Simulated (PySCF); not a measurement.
# C3H5ClF: g tensor and hyperfine couplings

C₃H₅ClF (doublet state).
Z-matrix (Å and degrees, GFN2-xTB geometry), rows numbered from 1:
```
C 
C   1  1.4726
C   2  1.4253  1  122.03
F   3  1.3469  2  114.54  1   166.04
Cl  3  1.9363  2  108.53  1   -78.03
H   1  1.0867  2  111.38  3   -15.05
H   1  1.0942  2  110.57  3   105.64
H   1  1.0910  2  110.29  3  -137.07
H   2  1.0779  1  119.23  3  -168.33
H   3  1.0922  2  117.20  1    35.67
```

The hyperfine couplings belong to this conformer and change with its torsions.

Identity: `C[CH][C@@H](F)Cl` [radical].

Computed, not measured: UKS B3LYP, pcH-1 on C Cl F H, non-relativistic, mean-field spin-orbit, GIAO (PySCF). Geometry: GFN2-xTB, one conformer, isolated molecule. Couplings are sensitive to structure, and on GFN2-xTB geometries they can be far from those on DFT ones. The SCF solution wasn't tested for stability.

| Property | Result |
| --- | --- |
| g1, g2, g3 | 2.00198, 2.00266, 2.00733 |
| g_iso | 2.00399 |
| Form of g | close to axial: the two nearest values differ by 13 % of g3 − g1 |
| ⟨S²⟩ | 0.7555 (exact 0.7500) |
| α and β electrons | 25, 24 |
| HOMO–LUMO gap, α and β orbitals | 6.46, 5.14 eV |
| Total energy | -677.33273 Eh |
| Basis functions | 185 |

Isotropic coupling and dipolar principal values T1 to T3, in 10⁻⁴ cm⁻¹ (1 × 10⁻⁴ cm⁻¹ = 2.998 MHz):

| atom | isotope | a_iso | of which spin–orbit | T1 | T2 | T3 | Mulliken spin population |
| --- | --- | --- | --- | --- | --- | --- | --- |
| C1 | 13C | -9.7 | 0.0 | -0.9 | 0.2 | 0.6 | -0.07 |
| C2 | 13C | 27.1 | 0.0 | -24.6 | -24.3 | 48.9 | 0.89 |
| C3 | 13C | -5.2 | 0.0 | -1.9 | 0.4 | 1.5 | -0.05 |
| F4 | 19F | 5.6 | -0.2 | -8.5 | -4.6 | 13.2 | 0.00 |
| Cl5 | 35Cl | 13.8 | 0.5 | -11.8 | -11.3 | 23.2 | 0.17 |
| H6 | 1H | 1.8 | 0.0 | -1.4 | -1.1 | 2.6 | 0.00 |
| H7 | 1H | 41.2 | 0.0 | -1.6 | -1.0 | 2.6 | 0.05 |
| H8 | 1H | 27.3 | 0.0 | -1.7 | -1.3 | 2.9 | 0.03 |
| H9 | 1H | -17.6 | 0.0 | -11.3 | -0.6 | 11.9 | -0.04 |
| H10 | 1H | 10.7 | 0.0 | -2.2 | -0.7 | 2.9 | 0.01 |

The largest Mulliken spin populations are on C2 (+0.89), Cl5 (+0.17) and C1 (-0.07). The angles at C2 add up to 359.0°, so it is planar; its axial dipolar tensor and the negative coupling of its proton fit spin in a p orbital normal to that plane.

Under fast tumbling the dipolar parts average out, and these isotropic splittings remain: 3 × 1H (H6/H7/H8, I = 1/2, 4 lines) with 2.51 mT, 1 × 1H (H9, I = 1/2, 2 lines) with 1.88 mT, 1 × 35Cl (Cl5, I = 3/2, 4 lines) with 1.47 mT, 1 × 1H (H10, I = 1/2, 2 lines) with 1.14 mT and 1 × 19F (F4, I = 1/2, 2 lines) with 0.59 mT.

Means are taken over nuclei equivalent by connectivity, which assumes that they swap fast. The three 1H nuclei of mean +70.3 MHz run from 5.5 to 123.5 MHz in the frozen geometry.

Main isotope only: 35Cl (natural samples also hold 24 % 37Cl, magnetic too, which adds its own pattern).

The 13C coupling of C2 (81.1 MHz) shows only in satellite lines or after enrichment, since that isotope makes up about 1.07 % of natural carbon.

Examples of negative spin density at the nucleus (bohr⁻³): C1 (-0.0258), C3 (-0.0138) and H9 (-0.0118).
